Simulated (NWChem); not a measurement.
Species: hydrogen cyanide (CHN); SMILES C#N

Program: NWChem. Medium grid unless said otherwise, to which SCAN and Minnesota functionals are sensitive. All runs use the structure optimised with PBE0-D3(BJ)/def2-TZVP. Hybrids' shares of exact exchange are those that their runs print; pure functionals count as 0. The functionals differ in more than this share.

```
row              share of exact exchange  highest occupied level (eV)
---------------  -----------------------  ---------------------------
PBE/def2-SVP                        0.00                        -8.75
N12/def2-SVP                        0.00                        -8.70
B3LYP/def2-SVP                      0.20                       -10.03
PW6B95/def2-SVP                     0.28                     withheld
MPW1K/def2-SVP                      0.43                       -11.42
MN15/def2-SVP                       0.44                       -11.09
```

Q: Fit a straight line of the last column on the one before it, predict the withheld value, and compare with the run.

A: 
1. Means of the 5 shown rows: x = 0.214, y = -9.998. Slope Σ(x − x̄)(y − ȳ)/Σ(x − x̄)² = -1.098/0.1895 = -5.795; intercept -8.758.
2. The shown rows scatter about the line by 0.136 (root mean square); the largest residual is +0.22, at MN15/def2-SVP.
3. At x = 0.28 (PW6B95/def2-SVP; inside the shown range) the line gives -10.38.
4. The run gives -10.42, -0.04 from the line, 0.3 times the scatter.
